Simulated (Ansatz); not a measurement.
**H4S2Si: vertical and adiabatic energies of changing the electron count, by script**

The task is vertical and adiabatic energies of changing the electron count, for H4S2Si.

Program: Ansatz 0.2.0, driven from Python. Level of theory: PBE0/cc-pVDZ. These are calculated values, not measurements.

## Step 1: The structure

Bond lengths: S1–Si2 2.127 Å, Si2–S3 2.106 Å, S1–H4 1.367 Å, Si2–H5 1.494 Å, Si2–H6 1.490 Å, S3–H7 1.339 Å. Angles: S1–Si2–S3 106.0°, S1–Si2–H5 108.6°, S1–Si2–H6 111.2°, S3–Si2–H5 109.7°, S3–Si2–H6 110.6°, H5–Si2–H6 110.6°, Si2–S1–H4 92.5°, Si2–S3–H7 98.4°.

The script reads h4s2si.xyz:

```xyz
7

S    -1.24630   -0.97800   -0.71480
Si    0.03130    0.44500    0.21670
S     1.55750   -0.66800    1.14690
H    -2.08750   -0.00690   -1.18200
H     0.62080    1.32110   -0.83960
H    -0.71040    1.25990    1.21960
H     1.89580   -1.44110    0.10740
```

## Step 2: The script

Contents of run_adiabatic.py:

```python
import itertools

import ansatz as az
from ase.data import atomic_numbers, covalent_radii
import numpy as np


def main() -> None:
    geometry = az.Crystal.molecule_from_extxyz("h4s2si.xyz")

    model = (
        geometry.calculation()
        .basis(gaussian="cc-pVDZ")
        .functional("pbe0")
    )
    symbols = [site.symbol for site in geometry.cartesian_sites]
    start = np.array([site.position_ang for site in geometry.cartesian_sites], dtype=float)
    r = model.relax(force_tolerance=0.01).run(threads=1).report
    end = np.array(r["positions_ang"])

    minimum = az.Crystal.molecule()
    for symbol, place in zip(symbols, end):
        minimum = minimum.atom(symbol, place.tolist())
    ion = (
        minimum.calculation()
        .basis(gaussian="cc-pVDZ")
        .functional("pbe0")
        .charge(1)
        .spin("collinear", total=1)
    )
    vertical = ion.run(threads=1).report
    settled = ion.relax(force_tolerance=0.01, max_steps=80).run(threads=1).report
    print(f"vertical ionisation energy   {vertical['free_energy_ev'] - r['free_energy_ev']:.3f} eV")
    print(f"adiabatic, no zero point     {settled['free_energy_ev'] - r['free_energy_ev']:.3f} eV")
    print(f"relaxation energy of the ion {vertical['free_energy_ev'] - settled['free_energy_ev']:.3f} eV")
    ionised = np.array(settled["positions_ang"])
    radius = [covalent_radii[atomic_numbers[s]] for s in symbols]
    span = lambda where, i, j: np.linalg.norm(where[i] - where[j])
    bonded = [(i, j) for i, j in itertools.combinations(range(len(symbols)), 2) if min(span(end, i, j), span(ionised, i, j)) < 1.2 * (radius[i] + radius[j])]
    print("pair        before    after (A)")
    for i, j in bonded:
        print(f"{symbols[i]}{i}-{symbols[j]}{j}".ljust(10), f"{span(end, i, j):8.4f} {span(ionised, i, j):8.4f}")


if __name__ == "__main__":
    main()
```

## Step 3: The calls as engine input

The package turns the script's settings into the engine's input (first run):

```yaml
crystal:
  periodic: [false, false, false]
  atoms:
    - { symbol: S, position_ang: [-1.2463, -0.978, -0.7148] }
    - { symbol: Si, position_ang: [0.0313, 0.445, 0.2167] }
    - { symbol: S, position_ang: [1.5575, -0.668, 1.1469] }
    - { symbol: H, position_ang: [-2.0875, -0.0069, -1.182] }
    - { symbol: H, position_ang: [0.6208, 1.3211, -0.8396] }
    - { symbol: H, position_ang: [-0.7104, 1.2599, 1.2196] }
    - { symbol: H, position_ang: [1.8958, -1.4411, 0.1074] }
basis:
  gaussian:
    orbitals: cc-pVDZ
hamiltonian:
  xc: pbe0
relax:
  f_tol: 0.01
```

## Step 4: The run

The run is started by

```sh
python run_adiabatic.py
```

The log of the run:

```text
vertical ionisation energy   9.463 eV
adiabatic, no zero point     9.005 eV
relaxation energy of the ion 0.458 eV
pair        before    after (A)
S0-Si1       2.1616   2.1924
S0-H3        1.3565   1.3628
Si1-S2       2.1498   2.1925
Si1-H4       1.4971   1.4831
Si1-H5       1.4948   1.4810
S2-H6        1.3562   1.3628
```

Wall time 1.8 min (1 thread of Arm Neoverse V1, shared host); peak memory 0.29 GiB.

## Step 5: What changed from run to run

The engine's inputs for the other runs:

Run 2, against run 1:

```diff
@@ -4,7 +4,7 @@
-    - { symbol: S, position_ang: [-1.2463, -0.978, -0.7148] }
-    - { symbol: Si, position_ang: [0.0313, 0.445, 0.2167] }
-    - { symbol: S, position_ang: [1.5575, -0.668, 1.1469] }
-    - { symbol: H, position_ang: [-2.0875, -0.0069, -1.182] }
-    - { symbol: H, position_ang: [0.6208, 1.3211, -0.8396] }
-    - { symbol: H, position_ang: [-0.7104, 1.2599, 1.2196] }
-    - { symbol: H, position_ang: [1.8958, -1.4411, 0.1074] }
+    - { symbol: S, position_ang: [-1.4665936537718178, -0.9434634282148894, -0.5397861522548654] }
+    - { symbol: Si, position_ang: [-0.0024646491634948103, 0.4322934220737881, 0.25777838686400156] }
+    - { symbol: S, position_ang: [1.5807352238286076, -0.693179418332588, 1.178797515485209] }
+    - { symbol: H, position_ang: [-1.8960559854169483, -0.07902250452258176, -1.4929028092398222] }
+    - { symbol: H, position_ang: [0.47805641444960173, 1.3006953463907276, -0.8630285831384242] }
+    - { symbol: H, position_ang: [-0.538986051263678, 1.2763919792644114, 1.3686061556000546] }
+    - { symbol: H, position_ang: [1.9065087013377289, -1.3617153966588678, 0.04473548668384707] }
@@ -16,2 +16,4 @@
-relax:
-  f_tol: 0.01
+magnetization:
+  spin_polarized: true
+  initial_magnetization: 1.0
+total_charge: 1.0
```

Run 3, against run 1:

```diff
@@ -4,7 +4,7 @@
-    - { symbol: S, position_ang: [-1.2463, -0.978, -0.7148] }
-    - { symbol: Si, position_ang: [0.0313, 0.445, 0.2167] }
-    - { symbol: S, position_ang: [1.5575, -0.668, 1.1469] }
-    - { symbol: H, position_ang: [-2.0875, -0.0069, -1.182] }
-    - { symbol: H, position_ang: [0.6208, 1.3211, -0.8396] }
-    - { symbol: H, position_ang: [-0.7104, 1.2599, 1.2196] }
-    - { symbol: H, position_ang: [1.8958, -1.4411, 0.1074] }
+    - { symbol: S, position_ang: [-1.4665936537718178, -0.9434634282148894, -0.5397861522548654] }
+    - { symbol: Si, position_ang: [-0.0024646491634948103, 0.4322934220737881, 0.25777838686400156] }
+    - { symbol: S, position_ang: [1.5807352238286076, -0.693179418332588, 1.178797515485209] }
+    - { symbol: H, position_ang: [-1.8960559854169483, -0.07902250452258176, -1.4929028092398222] }
+    - { symbol: H, position_ang: [0.47805641444960173, 1.3006953463907276, -0.8630285831384242] }
+    - { symbol: H, position_ang: [-0.538986051263678, 1.2763919792644114, 1.3686061556000546] }
+    - { symbol: H, position_ang: [1.9065087013377289, -1.3617153966588678, 0.04473548668384707] }
@@ -15,0 +16,4 @@
+magnetization:
+  spin_polarized: true
+  initial_magnetization: 1.0
+total_charge: 1.0
@@ -17,0 +22 @@
+  max_steps: 80
```

## Step 6: Run by run

One row for each of the 3 runs:

| run | kind of run | system | unpaired or total moment | energy (eV) | <S²> | SCF cycles in all | CPU time (s) |
| --- | --- | --- | --- | --- | --- | --- | --- |
| 1 | relaxation | H4S2Si | not set | -29604.1044 | 0.00 | 87 | 36 |
| 2 | single point | H4S2Si, charge +1 | 1 | -29594.6418 | 0.76 | 30 | 6.7 |
| 3 | relaxation | H4S2Si, charge +1 | 1 | -29595.0994 | 0.76 | 108 | 66 |

Totals carry meaning only in balanced differences at one level of theory.

## Step 7: Path of the relaxation of run 1

The steps of the relaxation:

```csv
step,energy from step 1 (eV),largest force component (eV/Å)
1,0.0000,1.1999
2,-0.0017,0.8847
3,-0.0816,0.2168
4,-0.0907,0.1953
5,-0.0953,0.1927
6,-0.0974,0.1858
7,-0.0994,0.2106
8,-0.1009,0.0200
9,-0.1009,0.0147
10,-0.1009,0.0013
```

Step 1 is the start. Step 9 was tried and not accepted.

Before: Bond lengths: S1–Si2 2.127 Å, Si2–S3 2.106 Å, S1–H4 1.367 Å, Si2–H5 1.494 Å, Si2–H6 1.490 Å, S3–H7 1.339 Å. Angles: S1–Si2–S3 106.0°, S1–Si2–H5 108.6°, S1–Si2–H6 111.2°, S3–Si2–H5 109.7°, S3–Si2–H6 110.6°, H5–Si2–H6 110.6°, Si2–S1–H4 92.5°, Si2–S3–H7 98.4°.

After: Bond lengths: S1–Si2 2.162 Å, Si2–S3 2.150 Å, S1–H4 1.357 Å, Si2–H5 1.497 Å, Si2–H6 1.495 Å, S3–H7 1.356 Å. Angles: S1–Si2–S3 108.9°, S1–Si2–H5 108.1°, S1–Si2–H6 113.0°, S3–Si2–H5 112.8°, S3–Si2–H6 104.0°, H5–Si2–H6 110.1°, Si2–S1–H4 93.9°, Si2–S3–H7 94.4°.

## Step 8: Path of the relaxation of run 3

The steps of the relaxation:

```csv
step,energy from step 1 (eV),largest force component (eV/Å)
1,0.0000,0.9510
2,-0.0910,0.5738
3,-0.1677,1.1292
4,-0.2890,1.0609
5,-0.3876,0.8349
6,-0.4486,0.2306
7,-0.4519,0.1633
8,-0.4570,0.1219
9,-0.4576,0.0093
10,-0.4576,0.0139
11,-0.4576,0.0028
```

Step 1 is the start.

Before: Bond lengths: S1–Si2 2.162 Å, Si2–S3 2.150 Å, S1–H4 1.357 Å, Si2–H5 1.497 Å, Si2–H6 1.495 Å, S3–H7 1.356 Å. Angles: S1–Si2–S3 108.9°, S1–Si2–H5 108.1°, S1–Si2–H6 113.0°, S3–Si2–H5 112.8°, S3–Si2–H6 104.0°, H5–Si2–H6 110.1°, Si2–S1–H4 93.9°, Si2–S3–H7 94.4°.

After: Bond lengths: S1–Si2 2.192 Å, Si2–S3 2.192 Å, S1–H4 1.363 Å, Si2–H5 1.483 Å, Si2–H6 1.481 Å, S3–H7 1.363 Å. Angles: S1–Si2–S3 86.8°, S1–Si2–H5 113.4°, S1–Si2–H6 108.8°, S3–Si2–H5 113.5°, S3–Si2–H6 108.7°, H5–Si2–H6 120.5°, Si2–S1–H4 95.2°, Si2–S3–H7 95.2°.

## Step 9: Results

| quantity | value |
| --- | --- |
| vertical ionisation energy | 9.463 eV |
| adiabatic ionisation energy, no zero point | 9.005 eV |
| runs compared | 3 |

The ionisation energy is a difference of two total energies at the neutral geometry; letting the ion relax lowers it by 0.46 eV. In CPU time, run 3 cost about 9.8 times as much as run 2. Run 1: After 8 moves the largest shift is 0.372 Å, of atom 4 (H). Run 3: The relaxation took 10 moves; the largest shift is 1.052 Å, of atom 4 (H). So large a move can change the bonding: the results belong to the relaxed structure. The energies are electronic: no zero-point or thermal terms, and the basis set is short of its limit. The product may relax into another structure. Each relaxation finds its nearest minimum, which needn't be the lowest.
